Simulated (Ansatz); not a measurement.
# MgS: ionisation energy by level of theory

One table from this session's results is given with a row withheld; the runs are named, their logs left out.

Computed with Ansatz 0.2.0, Gaussian basis. Level: unrestricted cation, the program's frozen cores in correlated methods.

The runs, in order: UKS PBE-D4/def2-TZVPP; UKS r2SCAN-D4/def2-TZVPP; UKS PBE0-D4/def2-TZVPP; UKS B3LYP-D4/def2-TZVPP; UKS wB97X-V/def2-TZVPP; UKS wB97M-V/def2-TZVPP; UKS B2PLYP/def2-TZVPP; UHF-CCSD(T)/def2-TZVPP; UHF-CCSD(T)/def2-QZVPP; extrapolation to the limit; then −ε(HOMO) from the neutral's earlier runs with LDA (SPW92), PBE-D4, revPBE-D4, BLYP-D4, r2SCAN-D4, B97M-V, PBE0-D4, B3LYP-D4, r2SCANh-D4, r2SCAN0-D4, HSE06-D4, BHLYP-D4, CAM-B3LYP-D4, LC-ωPBE, ωB97X-V, ωB97M-V.

**Structure used throughout**

All runs share one geometry, relaxed beforehand with PBE0-D4 in a triple-zeta def2 set.

SMILES `[Mg]=[S]`, 2 atoms, charge 0, spin multiplicity 1.

Atoms are counted from 1 here; the program's logs count them from 0.

Bond lengths: Mg1–S2 2.136 Å.

The first run:

The input, in.yaml:

```yaml
crystal:
  periodic: [false, false, false]
  atoms:
    - {symbol: Mg, position_ang: [0.911201, -0.303004, 0.467290]}
    - {symbol: S, position_ang: [-0.911201, 0.303004, -0.467290]}
basis:
  gaussian: {orbitals: def2-TZVPP}
total_charge: 1
magnetization: {spin_polarized: true, initial_magnetization: 1}
hamiltonian: {xc: pbe, dispersion: d4}
```

Command:

```sh
$ ansatz run in.yaml --threads 2 --pin off --events-out ev --progress --plain --max-ram 32768MiB --backend cpu
```

Among the steps run: Cation, UKS PBE-D4/def2-TZVPP; Cation, UKS r2SCAN-D4/def2-TZVPP; Cation, UKS PBE0-D4/def2-TZVPP; Cation, UKS B3LYP-D4/def2-TZVPP; Cation, UKS wB97X-V/def2-TZVPP; Cation, UKS wB97M-V/def2-TZVPP; Cation, UKS B2PLYP (frozen core)/def2-TZVPP; Cation, UHF-CCSD(T)/def2-TZVPP; Cation, UHF-CCSD(T)/def2-QZVPP.

One of the session's tables, all rows but one given; the rest of the session is left out.

For comparison, −ε(HOMO) of the neutral from earlier runs:

```
  functional  −ε(HOMO) (eV)
 LDA (SPW92)           4.98
      PBE-D4           4.85
   revPBE-D4           4.79
     BLYP-D4           4.71
   r2SCAN-D4           4.99
      B97M-V           4.96
     PBE0-D4           5.83
    B3LYP-D4           5.66
  r2SCANh-D4           5.37
  r2SCAN0-D4           5.93
    HSE06-D4              ?
    BHLYP-D4           6.73
CAM-B3LYP-D4           7.06
     LC-ωPBE           8.23
     ωB97X-V           7.95
     ωB97M-V           7.89
```

**Question.** Estimate the row for HSE06-D4.

The run gave: −ε(HOMO) (eV): 5.45. In the column «−ε(HOMO) (eV)» it lies between r2SCANh-D4 (5.37) and B3LYP-D4 (5.66).
